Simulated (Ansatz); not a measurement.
# Si2H3F: one structure at several levels

How do the functionals fare away from a minimum? The structure is a structure displaced at random from a GFN2-xTB minimum.

Method: single points in def2-TZVPP; program: Ansatz 0.2.0, Gaussian basis.

Cores are frozen in the correlated methods.

## 1. Starting geometry

SMILES `F[SiH]=[SiH2]`, 6 atoms, charge 0, spin multiplicity 1.

Atoms are counted from 1 here; the program's logs count them from 0.

Bond lengths: F1–Si2 1.654 Å, Si2–Si3 2.227 Å, Si2–H4 1.467 Å, Si3–H5 1.507 Å, Si3–H6 1.451 Å. Angles: F1–Si2–Si3 110.4°, F1–Si2–H4 96.8°, Si3–Si2–H4 129.8°, Si2–Si3–H5 109.9°, Si2–Si3–H6 116.0°, H5–Si3–H6 102.2°.

Coordinates:

```tsv
atom	x (Å)	y (Å)	z (Å)
F1	-1.57120	-1.38200	0.71010
Si2	-0.07670	-1.04380	0.08840
Si3	0.15890	1.14940	-0.21900
H4	-0.04120	-2.13880	-0.88730
H5	1.56900	1.45920	-0.65020
H6	0.01210	1.97620	0.96390
```

## 2. CCSD(T)/def2-TZVPP

Input file run/in.yaml:

```yaml
crystal:
  periodic: [false, false, false]
  atoms:
    - {symbol: F, position_ang: [-1.571200, -1.382000, 0.710100]}
    - {symbol: Si, position_ang: [-0.076700, -1.043800, 0.088400]}
    - {symbol: Si, position_ang: [0.158900, 1.149400, -0.219000]}
    - {symbol: H, position_ang: [-0.041200, -2.138800, -0.887300]}
    - {symbol: H, position_ang: [1.569000, 1.459200, -0.650200]}
    - {symbol: H, position_ang: [0.012100, 1.976200, 0.963900]}
basis:
  gaussian: {orbitals: def2-TZVPP}
correlation: {method: ccsd_t}
output: {forces: true}
```

The command line of these runs was not kept.

## 3. PBE0-D4/def2-TZVPP

run/in.yaml, as its differences from that of step 2:

```diff
@@ -11,3 +11,3 @@
   gaussian: {orbitals: def2-TZVPP}
-correlation: {method: ccsd_t}
-output: {forces: true}
+hamiltonian: {xc: pbe0, dispersion: d4}
+output: {forces: true, orbitals: {seedname: orbitals}}
```

## 4. wB97M-V/def2-TZVPP

run/in.yaml, as its differences from that of step 3:

```diff
@@ -11,3 +11,3 @@
   gaussian: {orbitals: def2-TZVPP}
-hamiltonian: {xc: pbe0, dispersion: d4}
-output: {forces: true, orbitals: {seedname: orbitals}}
+hamiltonian: {xc: {name: wB97M-V}}
+output: {forces: true}
```

## 5. r2SCAN-D4/def2-TZVPP

run/in.yaml, as its differences from that of step 4:

```diff
@@ -11,3 +11,3 @@
   gaussian: {orbitals: def2-TZVPP}
-hamiltonian: {xc: {name: wB97M-V}}
+hamiltonian: {xc: r2scan, dispersion: d4}
 output: {forces: true}
```

## 6. PBE-D4/def2-TZVPP

run/in.yaml, as its differences from that of step 5:

```diff
@@ -11,3 +11,3 @@
   gaussian: {orbitals: def2-TZVPP}
-hamiltonian: {xc: r2scan, dispersion: d4}
+hamiltonian: {xc: pbe, dispersion: d4}
 output: {forces: true}
```

## 7. BHLYP-D4/def2-TZVPP

run/in.yaml, as its differences from that of step 6:

```diff
@@ -11,3 +11,3 @@
   gaussian: {orbitals: def2-TZVPP}
-hamiltonian: {xc: pbe, dispersion: d4}
+hamiltonian: {xc: {name: BHLYP}, dispersion: d4}
 output: {forces: true}
```

## 8. BLYP-D4/def2-TZVPP

run/in.yaml, as its differences from that of step 7:

```diff
@@ -11,3 +11,3 @@
   gaussian: {orbitals: def2-TZVPP}
-hamiltonian: {xc: {name: BHLYP}, dispersion: d4}
+hamiltonian: {xc: {name: BLYP}, dispersion: d4}
 output: {forces: true}
```

(Steps that only read results are left out.)

What does the calculation give? Wanted: energy less free atoms, CCSD(T)/def2-TZVPP; RMS force component; RMS force error; HOMO and LUMO, PBE0-D4; T1 diagnostic.

**Answer**, as computed:

| quantity | value |
| --- | --- |
| energy less free atoms, CCSD(T)/def2-TZVPP | -408.1 kcal/mol |
| RMS force component | 0.514 to 0.773 eV/Å over the methods |
| RMS force error | PBE0-D4 0.137, wB97M-V 0.142, r2SCAN-D4 0.121, PBE-D4 0.270, BHLYP-D4 0.172, BLYP-D4 0.271 eV/Å |
| HOMO and LUMO, PBE0-D4 | -6.52 and -2.84 eV |
| T1 diagnostic | 0.019 |

Against CCSD(T) the functionals' energies less atoms differ by -14.4 to +3.0 kcal/mol, PBE-D4 by -14.4 kcal/mol. A larger basis would deepen the CCSD(T) value, while the functionals are nearly converged already, so the order here is not reliable. For forces r2SCAN-D4 does best and BLYP-D4 worst. Frozen-core CCSD(T) forces in triple zeta carry basis errors of their own, and this is one geometry, so small gaps rank nothing. The restricted Hartree–Fock reference is unstable towards an unrestricted one at one or more of these structures.
